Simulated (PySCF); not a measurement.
C₃H₄NS (charge -1).
SMILES: `N#CCC[S-]`

Torsions of this conformer, `[N:1]#[C:2][CH2:3][CH2:4][S-:5]`: C2–C3–C4–S5 180°.

The closed-shell ground state was solved at several levels (PySCF, density fitting, gas phase, non-relativistic). Isolated species at its PBE0-D3(BJ)/def2-SVP geometry (one conformer only). The geometry's basis has no diffuse functions, a weakness for an anion. No diffuse functions stand in pcSseg-1 and pcSseg-2, which bears on an anion's orbital energies.

```csv
level,basis functions,HOMO (eV),LUMO (eV),gap (eV)
B3LYP/def2-SVPD,139,-0.40,3.76,4.16
wB97X-D/pcSseg-2,243,-2.24,5.79,8.03
```

Problem. Estimate the row for PBE0/pcSseg-1, a basis of 112 functions; the other rows only guide the guess.

Solution. HOMO -0.04 eV, LUMO 4.58 eV, gap 4.62 eV.

Problem. Over all these levels, which gives the widest orbital gap and which the narrowest?

Solution. wB97X-D/pcSseg-2 (range-separated hybrid) has the widest, 8.03 eV, and B3LYP/def2-SVPD (global hybrid, 20 % exact exchange) the narrowest, 4.16 eV. Functional and basis both differ between the two, so the spread mixes both effects.
